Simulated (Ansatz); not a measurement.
# AlSiH5 (AlH2(SiH3)): methods side by side

AlSiH5: 7 atoms, total charge 0, spin state singlet. As SMILES, `[H][Al]([H])[SiH3]`. The shape comes from GFN2-xTB, which is rough for such elements, and wasn't checked as a minimum.

```jsonl
{"atom": "Al", "x (Å)": "0.6880", "y (Å)": "1.2017", "z (Å)": "0.0039"}
{"atom": "H", "x (Å)": "2.2454", "y (Å)": "1.3650", "z (Å)": "0.0565"}
{"atom": "H", "x (Å)": "0.0534", "y (Å)": "2.6332", "z (Å)": "-0.0166"}
{"atom": "Si", "x (Å)": "-0.5174", "y (Å)": "-0.8978", "z (Å)": "-0.0168"}
{"atom": "H", "x (Å)": "-1.8514", "y (Å)": "-0.8364", "z (Å)": "0.6256"}
{"atom": "H", "x (Å)": "0.1776", "y (Å)": "-1.9927", "z (Å)": "0.7011"}
{"atom": "H", "x (Å)": "-0.7956", "y (Å)": "-1.4730", "z (Å)": "-1.3538"}
```

Quantity: the energy change with the Al1–Si4 bond stretched from 2.421 to 6.053 Å, in eV. The values are calculated.

```csv
level,kind,program,value (eV)
SVWN5/STO-3G (restricted),LDA,Ansatz,6.16
B3LYP/STO-3G (restricted),global hybrid,Ansatz,?
PBE0/STO-3G (restricted),global hybrid,Ansatz,6.78
r2SCAN0/STO-3G (restricted),hybrid meta-GGA,Ansatz,?
wB97X/STO-3G (restricted),range-separated hybrid,Ansatz,8.10
BCCD(T)/STO-3G (restricted),coupled cluster or CI,Ansatz,4.50
CCSD(T)/STO-3G (restricted),coupled cluster or CI,Ansatz,4.29
FCI/STO-3G,exact in the basis,Ansatz,4.59
```

Estimate what the levels marked ? give.

As computed at these levels: B3LYP/STO-3G (restricted): 6.39 eV; r2SCAN0/STO-3G (restricted): 6.95 eV. The first shape isn't each level's own minimum. The values span 4.29 to 8.10 eV. All rows use very small basis sets, so even the best lies far from the true value.
